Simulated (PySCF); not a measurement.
## ¹⁵N chemical shifts

Single conformer, non-relativistic Hamiltonian, equivalent nuclei averaged, gas phase. Coordinates at the GFN2-xTB level; NMR shieldings at PBE0/pcSseg-1/GIAO; PySCF 2.14.

Shieldings were converted by a linear fit to measured shifts: ¹⁵N: δ = -148.07 − 0.921σ (rms 6.3 ppm, 71 shifts vs CH3NO2, solution or neat liquid). A few per cent of atoms miss by over 2 rms, more outside the fitted compound classes.

Question: Give the ¹⁵N shifts of `C=NC[C@@H]1C[C@@H]1S`, `Cc1cnn([SiH3])n1`, `N#Cc1ccccc1`, `C#N`.

Answer: 
| compound | environment | δ (ppm) |
| --- | --- | --- |
| C=NC[C@@H]1C[C@@H]1S | imine nitrogen | -18.2 |
| [CH3:1][c:2]1[cH:3][n:4][n:5]([SiH3:6])[n:7]1 | N4: pyridine-type nitrogen of an azole | -40.7 |
| [CH3:1][c:2]1[cH:3][n:4][n:5]([SiH3:6])[n:7]1 | N7: pyridine-type nitrogen of an azole | -46.1 |
| [CH3:1][c:2]1[cH:3][n:4][n:5]([SiH3:6])[n:7]1 | N5: pyrrole-type ring nitrogen | -149.9 |
| N#Cc1ccccc1 | nitrile nitrogen | -103.2 |
| C#N | nitrile nitrogen | -109.2 |
